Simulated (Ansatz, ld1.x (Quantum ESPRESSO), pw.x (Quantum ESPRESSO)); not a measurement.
Sc (Z = 21) (fcc): variants of one TM potential in the solid

* Element: Sc (Z = 21)
* Generator: ld1.x (Quantum ESPRESSO) 7.5
* Type: norm-conserving Troullier–Martins (Kleinman–Bylander form)
* Functional: LDA (PW92)
* Relativity: scalar-relativistic
* Frozen core: [Ar]
* Valence charge: 3
* Reference configuration: 3d1 4s2 4p0
* Partial waves: 4s (bound): rc 2.65 bohr; 4p (bound, empty): rc 2.95 bohr; 3d (bound): rc 2.75 bohr
* Local potential: all-electron potential smoothed inside 2.50 bohr (lloc = -1)
* Core correction: Bessel-smoothed model core inside 2.55 bohr

Crystal test: fcc Sc in pw.x 7.5, no spin, 13³ k-points, Fermi–Dirac smearing 0.01 Ry, cutoffs set for each file from its atomic test. The reference is all-electron LAPW (Ansatz 0.2.0) with the same functional, mesh and smearing; V0 and B0 come from Birch–Murnaghan fits to the pressures at five volumes. Errors are pseudo minus all-electron; Δ is the rms difference of the E(V) curves that follow from these fits, minima aligned, over ±6 % about the mean V0. Mesh and smearing are coarse, so the numbers serve the comparison and aren't converged zero-temperature values; the lattice is a test structure that the element need not adopt.

All-electron: a0 = 4.485 Å (V0 = 22.56 Å³/atom), B0 = 56.8 GPa.

Base: The logarithmic derivative shows an extra or strongly shifted pseudo pole above the reference energy (s near 0.32 Ry).

1 further variants are left out: they gave no file fit for a test, a broken result, the same result as the base, or pressures whose basis-set error rivals the error shown.

```csv
change,cutoffs (Ry),pw.x,a0 (Å),a0 error (%),B0 error (%),Δ (meV/atom),mean pressure error (GPa)
base,50/200,converged,4.473,-0.27,+3.0,2.3,-0.47
wave 4p (bound): rc 2.95 bohr becomes 4p (bound): rc 2.56 bohr,50/200,converged,4.477,-0.19,+3.9,1.6,-0.33
wave 4p (bound): rc 2.95 bohr becomes 4p (bound): rc 3.06 bohr,50/200,converged,4.472,-0.30,+2.8,2.5,-0.52
wave 4p (bound): rc 2.95 bohr becomes 4p (bound): rc 3.74 bohr,50/200,converged,4.470,-0.34,+2.6,2.8,-0.58
wave 4p (bound): rc 2.95 bohr becomes 4p (bound): rc 4.36 bohr,50/200,converged,4.479,-0.14,+2.3,1.1,-0.23
```
